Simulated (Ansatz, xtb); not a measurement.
C2H6Mg: where a starting geometry ends

The starting geometry of this gas-phase singlet has its atoms placed at random.

```yaml
atoms:
  - { symbol: C, position_ang: [1.0678, -0.2741, -0.1662] }
  - { symbol: C, position_ang: [0.2825, 1.1529, 1.7414] }
  - { symbol: Mg, position_ang: [-0.6713, -0.1390, 0.7936] }
  - { symbol: H, position_ang: [0.1058, -1.2951, -0.4190] }
  - { symbol: H, position_ang: [-1.0441, -1.5757, 0.0103] }
  - { symbol: H, position_ang: [-0.5323, -0.5006, 2.2946] }
  - { symbol: H, position_ang: [1.6435, 0.7466, 0.1314] }
  - { symbol: H, position_ang: [-0.5116, 0.5844, -1.0873] }
  - { symbol: H, position_ang: [1.5333, -0.0346, -0.9216] }
```

Q: Guess where an optimisation with r2SCAN-D4/def2-SVP ends from this start.

A: It ends as `C[CH2][MgH]`. Distances that change by over a tenth: C1–H9 (0.92 → 1.11 Å), C2–Mg3 (1.86 → 2.12 Å). Contacts that open: C1–Mg3 (1.99 → 3.13 Å), C1–H7 (1.21 → 2.17 Å), Mg3–H4 (1.85 → 3.34 Å), Mg3–H6 (1.55 → 2.68 Å), Mg3–H8 (2.02 → 3.34 Å). Contacts that close: C1–C2 (2.51 → 1.54 Å), C1–H4 (1.43 → 1.10 Å), C1–H8 (2.02 → 1.10 Å), C2–H6 (1.92 → 1.11 Å), C2–H7 (2.15 → 1.11 Å).

The energy falls by 15.59 eV over 24 steps:

```tsv
step	E − E(last) (eV)
1	15.585
4	7.487
6	5.616
9	4.952
11	4.648
14	3.770
16	1.458
19	0.069
21	0.005
24	0.000
```

Final geometry (Å):

```xyz
9

C     1.2002   -0.0559   -0.3823
C     0.2547    0.1864    0.8051
Mg   -1.6421   -0.7479    0.7324
H     1.4364   -1.1260   -0.5171
H    -3.1779   -1.5022    0.6762
H     0.7611   -0.1225    1.7419
H     0.1020    1.2774    0.9314
H     0.7688    0.2906   -1.3379
H     2.1701    0.4649   -0.2724
```

From the same start GFN2-xTB reaches the same bonding as this run.

From so rough a start the end depends on the optimiser's path, so another program may land elsewhere. No frequencies were run, so the end isn't proven a minimum. Run with Ansatz 0.2.0, 97 s on 2 threads of AMD EPYC (Zen 3), on a shared host.
